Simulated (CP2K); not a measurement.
**H2O3 (SMILES OOO) at HF/STO-3G**

What is the energy change on altering one bond length of H2O3 at HF/STO-3G? 

The results are computed with CP2K 2026.2.

3 further runs of the same task are left out: 3 that didn't finish.

### 1 The structure to begin with

The species is H2O3 (5 atoms), meant as a singlet with charge 0. SMILES: `OOO`. The shape is that of a PBE0-D4/def2-TZVP optimisation. This is a higher conformer, about 11 kJ/mol above the lowest found by a separate search.

Bond lengths: O1–O2 1.403 Å, O2–O3 1.403 Å, O1–H4 0.968 Å, O3–H5 0.968 Å. Angles: O1–O2–O3 108.0°, O2–O1–H4 102.8°, O2–O3–H5 102.8°.

### 2 A single-point energy at HF/STO-3G

Contents of qs.inp:

```
&GLOBAL
  PROJECT qs
  RUN_TYPE ENERGY
  PRINT_LEVEL MEDIUM
&END

&FORCE_EVAL
  METHOD QS
  &DFT
    BASIS_SET_FILE_NAME ./sto_3g.basis
    POTENTIAL_FILE_NAME POTENTIAL
    &QS
      METHOD GAPW
      EPS_DEFAULT 1.0E-10
    &END
    &MGRID
      CUTOFF 280
      REL_CUTOFF 50
      NGRIDS 4
    &END
    &POISSON
      PERIODIC NONE
      POISSON_SOLVER MULTIPOLE
    &END
    &SCF
      SCF_GUESS ATOMIC
      EPS_SCF 1.0E-07
      MAX_SCF 100
      ADDED_MOS 3
      &DIAGONALIZATION
        ALGORITHM STANDARD
      &END
      &MIXING
        METHOD DIRECT_P_MIXING
        ALPHA 0.4
      &END
    &END
    &XC
      &XC_FUNCTIONAL NONE
      &END
      &HF
        FRACTION 1
        &SCREENING
          EPS_SCHWARZ 1.0E-10
        &END
        &MEMORY
          MAX_MEMORY 1050
        &END
      &END
    &END
    &PRINT
      &MOMENTS
        PERIODIC F
        REFERENCE COM
        MAX_MOMENT 1
      &END
      &MO ON
        ENERGIES T
        OCCUPATION_NUMBERS T
        NDIGITS 6
        &EACH
          QS_SCF 0
        &END
        ADD_LAST NUMERIC
      &END
      &LOWDIN ON
      &END
      &HIRSHFELD OFF
      &END
    &END
  &END
  &SUBSYS
    &CELL
      ABC 9.5 8.5 8.5
      PERIODIC NONE
    &END
    &COORD
      SCALED T
      O    0.40181526   0.41281353   0.47780529
      O    0.48967526   0.49003588   0.58561353
      O    0.62722684   0.48729824   0.52571235
      H    0.36580579   0.49848059   0.41438647
      H    0.63419421   0.58718647   0.47146882
    &END
    &KIND O
      BASIS_SET STO-3G
      POTENTIAL ALL
      LEBEDEV_GRID 194
      RADIAL_GRID 100
    &END
    &KIND H
      BASIS_SET STO-3G
      POTENTIAL ALL
      LEBEDEV_GRID 194
      RADIAL_GRID 100
    &END
  &END
&END
```

Started as:

```sh
$ OMP_NUM_THREADS=1 cp2k.psmp qs.inp > qs.out
```

What it wrote:

```text
CP2K| version string:                                       CP2K version 2026.2
[...]
 GLOBAL| Method name                                                        CP2K
[...]
 GLOBAL| Run type                                                         ENERGY
[...]
 DFT| Spin restricted Kohn-Sham (RKS) calculation                            RKS
 DFT| Multiplicity                                                             1
[...]
 DFT| Charge                                                                   0
[...]
 QS| Method:                                                                GAPW
[...]
 QS| Density cutoff [a.u.]:                                                140.0
[...]
 QS| Relative density cutoff [a.u.]:                                        25.0
[...]
                             - Atoms:                                          5
[...]
                             - Spherical basis functions:                     17
[...]
 Number of electrons:                                                         26
[...]
     1 P_Mix/Diag. 0.40E+00    0.2     0.59979001      -221.9298908359 -2.22E+02
[...]
    16 DIIS/Diag.  0.82E-07    0.2     0.00000009      -222.5716627364 -1.99E-13
  *** SCF run converged in    16 steps ***
[...]
  Overlap energy of the core charge distribution:               0.00000007828368
  Self energy of the core charge distribution:               -221.55130860134435
  Core Hamiltonian energy:                                    -16.33796286485716
  Hartree energy:                                              60.12697887164055
  Exchange-correlation energy:                                  0.00000000000000
  Hartree-Fock Exchange energy:                               -25.57214822728167
[...]
                     Mulliken Population Analysis
 #  Atom  Element  Kind  Atomic population                           Net charge
       1     O        1          8.182641                             -0.182641
       2     O        1          8.038173                             -0.038173
       3     O        1          8.182643                             -0.182643
       4     H        2          0.798224                              0.201776
       5     H        2          0.798319                              0.201681
 # Total charge                             26.000000                  0.000000
[...]
  Dipole moment [Debye]
    X= -0.3580959E+00 Y=  0.2285326E+01 Z= -0.1672065E+01  Total=      2.8542514
 ENERGY| Total FORCE_EVAL ( QS ) energy [hartree]           -222.571662736422581
[...]
```

It took 3.6 s on 1 thread of Arm Neoverse V1, shared host; peak memory 0.4 GiB.

### 3 The distorted shape at the same level

Contents of molecule.inp:

```
&GLOBAL
  PROJECT_NAME molecule
  RUN_TYPE ENERGY
  PRINT_LEVEL MEDIUM
&END

&FORCE_EVAL
  METHOD Quickstep
  &DFT
    BASIS_SET_FILE_NAME ./sto_3g.basis
    POTENTIAL_FILE_NAME POTENTIAL
    # Quickstep
    &QS
      METHOD GAPW
      EPS_DEFAULT 1.0E-10
    &END
    # real-space grids
    &MGRID
      CUTOFF 280
      REL_CUTOFF 50
      NGRIDS 4
    &END
    &POISSON
      PERIODIC NONE
      POISSON_SOLVER MULTIPOLE
    &END
    &SCF
      SCF_GUESS ATOMIC
      EPS_SCF 1.0E-07
      MAX_SCF 100
      ADDED_MOS 10
      &DIAGONALIZATION
        ALGORITHM STANDARD
      &END
      &MIXING
        METHOD DIRECT_P_MIXING
        ALPHA 0.4
      &END
    &END
    &XC
      &XC_FUNCTIONAL NONE
      &END
      &HF
        FRACTION 1
        &SCREENING
          EPS_SCHWARZ 1.0E-10
        &END
        &MEMORY
          MAX_MEMORY 1050
        &END
      &END
    &END
    &PRINT
      &MOMENTS
        PERIODIC F
        REFERENCE COM
        MAX_MOMENT 1
      &END
      &MO ON
        ENERGIES T
        OCCUPATION_NUMBERS T
        NDIGITS 6
        &EACH
          QS_SCF 0
        &END
        ADD_LAST NUMERIC
      &END
      &LOWDIN ON
      &END
      &HIRSHFELD OFF
      &END
    &END
  &END
  # atoms, cell and kinds
  &SUBSYS
    &CELL
      ABC 9.6 9.2 8.5
      PERIODIC NONE
    &END
    &COORD
      UNIT bohr
      O     -1.9299282    -2.6063783     0.4209176
      O     -0.3526305    -1.3659810     2.1526059
      O      2.1167503    -1.4099549     1.1904330
      H     -2.5763846    -1.2303364    -0.5977582
      H      2.3418998     1.4781438    -0.3779263
    &END
    &TOPOLOGY
      &CENTER_COORDINATES
      &END
    &END
    &KIND O
      BASIS_SET STO-3G
      POTENTIAL ALL
      LEBEDEV_GRID 194
      RADIAL_GRID 100
    &END
    &KIND H
      BASIS_SET STO-3G
      POTENTIAL ALL
      LEBEDEV_GRID 194
      RADIAL_GRID 100
    &END
  &END
&END
```

Started as:

```sh
$ OMP_NUM_THREADS=1 cp2k.psmp -i molecule.inp -o molecule.out
```

What it wrote:

```text
CP2K| version string:                                       CP2K version 2026.2
[...]
 GLOBAL| Method name                                                        CP2K
[...]
 GLOBAL| Run type                                                         ENERGY
[...]
 *** WARNING in qs_environment.F:2210 :: More added MOs requested than     ***
 *** available. The full set of unoccupied MOs will be used. Use           ***
 *** 'ADDED_MOS -1' to always use all available MOs and to get rid of this ***
[...]
 DFT| Spin restricted Kohn-Sham (RKS) calculation                            RKS
 DFT| Multiplicity                                                             1
[...]
 DFT| Charge                                                                   0
[...]
 QS| Method:                                                                GAPW
[...]
 QS| Density cutoff [a.u.]:                                                140.0
[...]
 QS| Relative density cutoff [a.u.]:                                        25.0
[...]
                             - Atoms:                                          5
[...]
                             - Spherical basis functions:                     17
[...]
 Number of electrons:                                                         26
[...]
     1 P_Mix/Diag. 0.40E+00    0.3     0.69629006      -221.5138875771 -2.22E+02
[...]
    20 DIIS/Diag.  0.21E-06    0.2     0.00000010      -222.3799959618 -1.71E-13
  *** SCF run converged in    20 steps ***
[...]
  Overlap energy of the core charge distribution:               0.00000003914625
  Self energy of the core charge distribution:               -221.55130860134435
  Core Hamiltonian energy:                                    -16.60154762901951
  Hartree energy:                                              60.46822828618257
  Exchange-correlation energy:                                  0.00000000000000
  Hartree-Fock Exchange energy:                               -25.32993627911168
[...]
                     Mulliken Population Analysis
 #  Atom  Element  Kind  Atomic population                           Net charge
       1     O        1          8.179837                             -0.179837
       2     O        1          8.036304                             -0.036304
       3     O        1          8.029827                             -0.029827
       4     H        2          0.790499                              0.209501
       5     H        2          0.963534                              0.036466
 # Total charge                             26.000000                 -0.000000
[...]
  Dipole moment [Debye]
    X= -0.5381213E+00 Y=  0.1670664E+01 Z= -0.1366442E+01  Total=      2.2243777
 ENERGY| Total FORCE_EVAL ( QS ) energy [hartree]           -222.379995961826381
[...]
```

Run time: 4.5 s. Hardware: 1 thread of Arm Neoverse V1, shared host; peak memory 0.43 GiB.

### 4 Results

Level: HF/STO-3G.

```
                                                         quantity          value
                                        first shape: total energy  -222.57166 Eh
                                       first shape: dipole moment         2.85 D
                                         first shape: HOMO energy      -10.11 eV
                                         first shape: LUMO energy       11.95 eV
                                       first shape: HOMO–LUMO gap       22.06 eV
                                    distorted shape: total energy  -222.38000 Eh
                                   distorted shape: dipole moment         2.22 D
                                     distorted shape: HOMO energy       -8.50 eV
                                     distorted shape: LUMO energy        4.23 eV
                                   distorted shape: HOMO–LUMO gap       12.73 eV
energy change with the O3–H5 bond stretched from 0.968 to 1.743 Å       5.216 eV
```

With the O3–H5 bond stretched from 0.968 to 1.743 Å the energy rises by 5.22 eV (503 kJ/mol). The first shape isn't relaxed at this level, so the change isn't measured from a minimum. A restricted reference can't describe the breaking bond well at this length. The minimal basis adds a large error of its own.
